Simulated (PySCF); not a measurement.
**C4H4: fields and orbitals**

For C4H4, the scripts below probe its ring current by NICS, measure its response to a uniform field and localise its valence orbitals.

Method: levels as typed in each script, gas phase, geometry from GFN2-xTB; program: PySCF 2.14.0.

## 1. The system as given

SMILES `C12C3C1C23`, 8 atoms, charge 0, spin multiplicity 1.

Bond lengths: C1–C2 1.480 Å, C1–C3 1.480 Å, C1–C4 1.480 Å, C1–H5 1.057 Å, C2–C3 1.480 Å, C2–C4 1.480 Å, C2–H6 1.057 Å, C3–C4 1.480 Å, C3–H7 1.057 Å, C4–H8 1.057 Å. Angles: C2–C1–C3 60.0°, C2–C1–C4 60.0°, C2–C1–H5 144.7°, C3–C1–C4 60.0°, C3–C1–H5 144.7°, C4–C1–H5 144.7°, C1–C2–C3 60.0°, C1–C2–C4 60.0°, C1–C2–H6 144.7°, C3–C2–C4 60.0°, C3–C2–H6 144.7°, C4–C2–H6 144.7°, C1–C3–C2 60.0°, C1–C3–C4 60.0°, C1–C3–H7 144.7°, C2–C3–C4 60.0°, C2–C3–H7 144.7°, C4–C3–H7 144.7° and more.

Geometry (Å):

```
C     0.5233    0.5065   -0.5394
C     0.5233   -0.5065    0.5394
C    -0.5233    0.5395    0.5065
C    -0.5233   -0.5395   -0.5065
H     1.1334    1.0971   -1.1683
H     1.1334   -1.0971    1.1683
H    -1.1334    1.1685    1.0970
H    -1.1334   -1.1685   -1.0970
```

## 2. Ring currents (PBE0/aug-cc-pvdz)

input.py reads:

```python
import numpy as np
from pyscf import gto, scf, dft
from pyscf.prop import nmr
from pyscf.data import nist

def solve(mol, dm0=None, hcore=None):
    mf = (dft.UKS if mol.spin else dft.RKS)(mol, xc='pbe0')
    mf.grids.level = 3
    mf.conv_tol, mf.max_cycle = 1e-8, 80
    if hcore is not None:
        mf.get_hcore = lambda *args: hcore
    mf.kernel(dm0)
    if not mf.converged:
        mf = mf.newton().run(mf.mo_coeff, mf.mo_occ, max_cycle=30)
    assert mf.converged, 'SCF not converged'
    return mf

mol = gto.M(atom='''
C      0.52328     0.50652    -0.53944
C      0.52328    -0.50652     0.53944
C     -0.52329     0.53947     0.50648
C     -0.52329    -0.53947    -0.50648
H      1.13343     1.09707    -1.16835
H      1.13343    -1.09707     1.16835
H     -1.13336     1.16849     1.09699
H     -1.13336    -1.16849    -1.09699
''', basis='aug-cc-pvdz', charge=0, spin=0, verbose=4)
mf = solve(mol)
vxc = nmr.rks.get_vxc_giao  # smaller grid blocks
nmr.rks.get_vxc_giao = lambda *a, **k: vxc(*a, **{**k, 'max_memory': 300})
calc = nmr.RKS(mf)
calc.cphf = True
nuclei = calc.kernel()
mo1 = calc.mo10
# ring centres and points 1 angstrom above and below them
points = np.array([
    [0.1744, 0.1798, 0.1688],
    [0.7517, 0.7751, 0.7277],
    [-0.4029, -0.4154, -0.3901],
    [0.1744, -0.1798, -0.1688],
    [-0.4029, 0.4154, 0.3901],
    [0.7517, -0.7751, -0.7277],
    [-0.1744, 0.1688, -0.1798],
    [0.4029, -0.3900, 0.4155],
    [-0.7517, 0.7277, -0.7751],
]) / nist.BOHR
mol.atom_coord = lambda i, unit='Bohr': points[i]
idx = range(len(points))
sigma = (calc.dia(shielding_nuc=idx) + calc.para(mo10=mo1, shielding_nuc=idx)[0]) * nist.ALPHA**2 * 1e6
for p, t in zip(points, sigma):
    print('NICS at %8.4f %8.4f %8.4f  %8.2f ppm' % (*(p * nist.BOHR), -t.trace() / 3))
occ = mf.mo_coeff[:, mf.mo_occ > 0]
dm1 = np.array([mf.mo_coeff @ (2 * x) @ occ.T for x in mo1])
np.savez('result.npz', sigma=sigma, nuclei=nuclei, dm0=mf.make_rdm1(), dm1=dm1, e=mf.e_tot, eps=mf.mo_energy, occ=mf.mo_occ)
```

Started as:

```sh
$ OMP_NUM_THREADS=1 python input.py
```

## 4. Response to an electric field (B3LYP/def2-svp)

input.py reads:

```python
import numpy as np
from pyscf import gto, scf, dft
from pyscf.scf import atom_ks, atom_hf
from scipy.linalg import block_diag

def solve(mol, dm0=None, hcore=None):
    mf = (dft.UKS if mol.spin else dft.RKS)(mol, xc='b3lyp')
    mf.grids.level = 3
    mf = mf.density_fit(auxbasis='def2-universal-jkfit')
    mf.conv_tol, mf.max_cycle = 1e-8, 80
    if hcore is not None:
        mf.get_hcore = lambda *args: hcore
    mf.kernel(dm0)
    if not mf.converged:
        mf = mf.newton().run(mf.mo_coeff, mf.mo_occ, max_cycle=30)
    assert mf.converged, 'SCF not converged'
    return mf

mol = gto.M(atom='''
C      0.52328     0.50652    -0.53944
C      0.52328    -0.50652     0.53944
C     -0.52329     0.53947     0.50648
C     -0.52329    -0.53947    -0.50648
H      1.13343     1.09707    -1.16835
H      1.13343    -1.09707     1.16835
H     -1.13336     1.16849     1.09699
H     -1.13336    -1.16849    -1.09699
''', basis='def2-svp', charge=0, spin=0, verbose=4)
field = np.array([0.0, 0.0, 0.01])  # atomic units
mol.set_common_orig(mol.atom_charges() @ mol.atom_coords() / mol.atom_charges().sum())
mf = solve(mol)
out = dict(dm0=mf.make_rdm1(), d0=mf.dip_moment(unit='AU'), e0=mf.e_tot)
for name, sign in (('p', 1), ('m', -1)):
    h = mf.get_hcore() + sign * np.einsum('x,xij->ij', field, mol.intor('int1e_r'))
    mi = solve(mol, mf.make_rdm1(), h)
    out.update({'dm' + name: mi.make_rdm1(), 'd' + name: mi.dip_moment(unit='AU'), 'e' + name: mi.e_tot})
# spherically averaged free atoms, for the promolecule
atm = atom_ks.get_atm_nrks(mol, xc='b3lyp')
pro = block_diag(*[(atm[a[0]][2] * atm[a[0]][3]) @ atm[a[0]][2].T for a in mol._atom])
np.savez('result.npz', pro=pro, **out)
```

## 6. Localised orbitals (r2SCAN/6-311g**)

input.py reads:

```python
import numpy as np
from pyscf import gto, scf, dft, lo
from pyscf.data.elements import chemcore

def solve(mol, dm0=None, hcore=None):
    mf = (dft.UKS if mol.spin else dft.RKS)(mol, xc='r2scan')
    mf.grids.level = 3
    mf = mf.density_fit(auxbasis='def2-universal-jkfit')
    mf.conv_tol, mf.max_cycle = 1e-8, 80
    if hcore is not None:
        mf.get_hcore = lambda *args: hcore
    mf.kernel(dm0)
    if not mf.converged:
        mf = mf.newton().run(mf.mo_coeff, mf.mo_occ, max_cycle=30)
    assert mf.converged, 'SCF not converged'
    return mf

mol = gto.M(atom='''
C      0.52328     0.50652    -0.53944
C      0.52328    -0.50652     0.53944
C     -0.52329     0.53947     0.50648
C     -0.52329    -0.53947    -0.50648
H      1.13343     1.09707    -1.16835
H      1.13343    -1.09707     1.16835
H     -1.13336     1.16849     1.09699
H     -1.13336    -1.16849    -1.09699
''', basis='6-311g**', charge=0, spin=0, verbose=4)
mf = solve(mol)
occ_all = mf.mo_coeff[:, mf.mo_occ > 0]
occ = occ_all[:, chemcore(mol):]
loc = lo.ibo.ibo(mol, occ, iaos=lo.iao.iao(mol, occ_all))
fock, s = mf.get_fock(), mf.get_ovlp()
ortho = lo.orth_ao(mol, 'meta_lowdin')
ortho = lo.vec_lowdin(lo.iao.iao(mol, occ_all), s)
labels = lo.iao.reference_mol(mol).ao_labels(fmt=None)
vir = lo.vvo.livvo(mol, occ_all, mf.mo_coeff[:, mf.mo_occ == 0])
both = np.hstack([loc, vir])
p = (ortho.T @ s @ both) ** 2
pop = np.array([p[[l[0] == a for l in labels]].sum(0) for a in range(mol.natm)])
spd = np.array([[p[[l[0] == a and l[2][-1] == k for l in labels]].sum(0) for k in 'spd'] for a in range(mol.natm)])
eps = np.einsum('pi,pq,qi->i', both, fock, both)
for i in np.argsort(eps):
    top = np.argsort(-pop[:, i])[:3]
    print('%3d %s %9.4f Eh ' % (i + 1, 'occ' if i < loc.shape[1] else 'vir', eps[i]), '  '.join('%s%d %.3f' % (mol.atom_symbol(a), a + 1, pop[a, i]) for a in top))
np.savez('result.npz', c=both, nocc=loc.shape[1], pop=pop, spd=spd, eps=eps, e=mf.e_tot)
```

(Steps that only read results are left out.)

**Question.** What will these runs give? Wanted: NICS(1)zz, 3-membered ring C1/C2/C3; NICS(1)zz, 3-membered ring C1/C2/C4; NICS(1)zz, 3-membered ring C1/C3/C4; polarisability along the field.

**Answer**, as computed:

```
                                                  quantity       value
    NICS(1)zz, 3-membered ring C1/C2/C3 (PBE0/aug-cc-pvdz)   -41.2 ppm
    NICS(1)zz, 3-membered ring C1/C2/C4 (PBE0/aug-cc-pvdz)   -41.2 ppm
    NICS(1)zz, 3-membered ring C1/C3/C4 (PBE0/aug-cc-pvdz)   -41.2 ppm
           polarisability along the field (B3LYP/def2-svp)  32.6 bohr³
localised occupied orbitals above −45 eV (r2SCAN/6-311g**)          10
```

**Reading.** The 3-membered ring C1/C2/C3 is shielded above its centre; in such a ring the values come largely from σ bonds and don't measure π aromaticity. The geometry was not optimised at these levels.
